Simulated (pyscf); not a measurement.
Optimised with ωB97X-D3(BJ)/def2-SVP in PySCF. Correlated levels are frozen-core, on RHF or UHF. ΔMP2 is the change of the MP2 total energy from the triple- to the quadruple-zeta basis.

SMILES: [F][Cu]
```xyz
2

F      1.3994    -2.1626    -0.4882
Cu     0.3998    -1.1330    -1.4984
```

Task: How much does it cost (ΔH, 298 K, CCSD(T)/def2-TZVPP + ΔMP2(QZVPP)) to split F–Cu (SMILES [F][Cu]) at its Cu–F bond into F• + Cu•?

Result: Cu–F to F• + Cu•: 97.8 kcal/mol. The CCSD(T) − MP2 part came from Ansatz, without density fitting, on the same reference. The frozen core leaves the outer d or s,p core shells of the metals and heavy elements correlated in the MP2 and CC values, and def2-TZVPP describes them poorly, which can shift differences by a few kcal/mol. Left out: the spin-orbit lowering of F. Open-shell species with a d-block atom are single-reference here; other states, and whether the spin sits on metal or ligand, were not checked.
